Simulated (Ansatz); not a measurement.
## Which is lower?

Two isomers of C₂H₃O, doublet, relaxed at PBE0-D4/def2-TZVP (vibrations not checked).

A:

C1  (-0.483, 0.229, -0.482)
C2  (0.493, -0.230, 0.442)
O3  (0.262, -1.089, 1.286)
H4  (-1.481, -0.191, -0.450)
H5  (-0.246, 0.990, -1.216)
H6  (1.498, 0.226, 0.374)
(Å)

B:

C1  (-0.151, 0.361, -0.246)
C2  (-0.095, -0.938, 0.497)
O3  (0.812, -1.440, 1.051)
H4  (-0.930, 0.984, 0.197)
H5  (0.814, 0.876, -0.222)
H6  (-0.450, 0.157, -1.276)
(Å)

Computed with Ansatz 0.2.0 (basis: def2-TZVPP); correlated methods freeze the cores; orbitals are unrestricted. B3LYP uses VWN-RPA correlation.

Question: Which structure is lower at CCSD(T), and by how much? (An estimate is asked for; the value comes from the calculation.)

Answer: The calculation gives: B, by 0.311 eV (electronic energy, against the other). By their contacts, A is C₂H₃O ([CH2][CH][O]) and B is C₂H₃O ([CH3][C][O]).

Question: Do the other methods give the same order? (A judgement: the text doesn't fix the answer.)

Answer: Computed: Not all: HF gives the other order.

```csv
method,E(B) − E(A) (eV)
PBE-D4,-0.292
r2SCAN-D4,-0.220
PBE0-D4,-0.257
B3LYP-D4,-0.246
wB97M-V,-0.287
HF,0.029
MP2,-0.696
CCSD,-0.259
CCSD(T),-0.311
```

The T1 diagnostic stays at or below 0.032. ⟨S²⟩ of the unrestricted Hartree–Fock references: 0.76 to 0.92 (a pure state has 0.75). The unrestricted reference is spin-contaminated, which hurts MP2 most.

Labels in which every atom is bracketed show which atoms are joined, not bond orders.
